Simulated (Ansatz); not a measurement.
**H2Al–AsH: how the As–H bond energy moves with the basis**

H2Al–AsH, doublet; coordinates (Å): Al 0.000 0.020 1.751; As 0.000 -0.028 -0.689; H 0.000 1.384 2.563; H 0.000 -1.368 2.520; H 0.000 1.499 -0.747. Quantity: As–H bond energy, to H2Al–As (triplet) + H.

Ansatz 0.2.0, basis cc-pVDZ or cc-pVTZ; geometries are PBE0/def2-TZVP minima. Wave-function levels freeze the cores with the filled d shells of p-block atoms; HF, MP2 and coupled cluster are restricted for singlets and unrestricted otherwise, atoms included, restricted open-shell where a d shell is frozen, Kohn–Sham unrestricted where that lies lower. The reference is CCSDT(Q) (coupled cluster only where its series has nearly closed). Semilocal and hybrid functionals correlate all electrons outside any core potential and usually lie nearer their basis limit than the reference, so part of their error here is the reference's basis and frozen-core error; RPA and the MP2 part of double hybrids freeze the same cores as the reference. None of these values is a measured one. Energies are electronic, without zero-point terms. No spin–orbit coupling and no scalar relativity. The species are chosen: bound, without strong static correlation by their natural occupations or amplitudes, in their lowest spin state as far as vertical gaps and like structures tell, and with a ladder that closes on the reference, so errors are smaller than for species at large; levels whose determinant breaks symmetry or spin markedly are left out.

```
    level  cc-pVDZ (kJ/mol)  cc-pVTZ (kJ/mol)
reference  280.3 (CCSDT(Q))  295.6 (CCSDT(Q))
  CCSD(T)             280.0             295.4
    CCSDT             280.1             295.5
      PBE             297.6             299.8
     PBE0             294.6             296.7
    B3LYP             302.9             306.2
  wB97M-V             304.6             303.6
   B2PLYP             293.1             300.3
```

From cc-pVDZ to cc-pVTZ the reference moves by 15.3 kJ/mol and PBE by 2.2; the step from CCSD(T) to the reference is 0.3 in the first and 0.2 in the last.
